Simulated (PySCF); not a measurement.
# Electric field gradients and quadrupole coupling constants

Species: C3H7Cl.
SMILES with atom numbers: `[CH3:1][CH2:2][CH2:3][Cl:4]` (hydrogens: H5, H6, H7 on C1; H8, H9 on C2; H10, H11 on C3)

Cartesian coordinates in Å at the PBE0-D3(BJ)/def2-SVP level; atoms count from 1:
```
atom  x, y, z in Å
C1    -1.2642    0.3070    0.0570
C2    -0.0702   -0.5799   -0.2510
C3     1.2579   -0.0162    0.2094
Cl4    1.6678    1.5178   -0.6253
H5    -1.3592    0.4882    1.1398
H6    -2.2012   -0.1535   -0.2892
H7    -1.1608    1.2840   -0.4376
H8    -0.0125   -0.7805   -1.3337
H9    -0.1896   -1.5626    0.2393
H10    1.2507    0.2067    1.2866
H11    2.0830   -0.7115    0.0043
```

Field gradients from the PBE0/pcSseg-1 density (PySCF, non-relativistic), principal values in atomic units, ordered |Vxx| ≤ |Vyy| ≤ |Vzz|:

```csv
atom,Vxx,Vyy,Vzz
Cl4,-1.8923,-1.9880,3.8803
```

**Question.** Find the asymmetry η = (Vxx − Vyy)/Vzz and the couplings χ = eQV/h (234.96 MHz × Q in barn × V in au), with Q(35Cl) = −0.0817 b.

**Answer.** 
```tsv
atom	environment	nucleus	η	χzz (MHz)	χxx (MHz)	χyy (MHz)
Cl4	alkyl chlorine	35Cl	0.02	-74.49	36.33	38.16
```

The gradient is axial or nearly so (η below 0.05) at Cl4. 

**Question.** What is Vzz at Cl4 in SI units (1 au = 9.71736 × 10²¹ V/m²)?

**Answer.** 3.8803 au = 37.706 × 10²¹ V/m².

**Question.** And the gradient at the other heavy atoms, for which no coupling is worked out here?

**Answer.** 
| atom | environment | Vzz (au) | η |
| --- | --- | --- | --- |
| C1 | methyl carbon | 0.064 | 0.50 |
| C2 | chain CH2 carbon | 0.072 | 0.63 |
| C3 | sp3 C–Cl carbon | 0.479 | 0.07 |

**Question.** What couplings would deuterons (Q(2H) = 0.00286 b) have in place of the hydrogens, at this geometry?

**Answer.** 
```
atom  bonded to  bond length (Å)  Vzz (au)     η  χzz (kHz)
  H5         C1            1.102    0.2898  0.03        195
  H6         C1            1.100    0.2940  0.03        198
  H7         C1            1.100    0.2890  0.02        194
  H8         C2            1.103    0.2827  0.03        190
  H9         C2            1.105    0.2819  0.03        189
 H10         C3            1.100    0.2829  0.05        190
 H11         C3            1.098    0.2861  0.06        192
```

Isolated species at its PBE0-D3(BJ)/def2-SVP geometry (one conformer only). A larger basis could move these couplings by a tenth or more.

The run behind these numbers computed NMR shieldings as well. Rough CPU time on one thread of a shared machine: about 8 s.
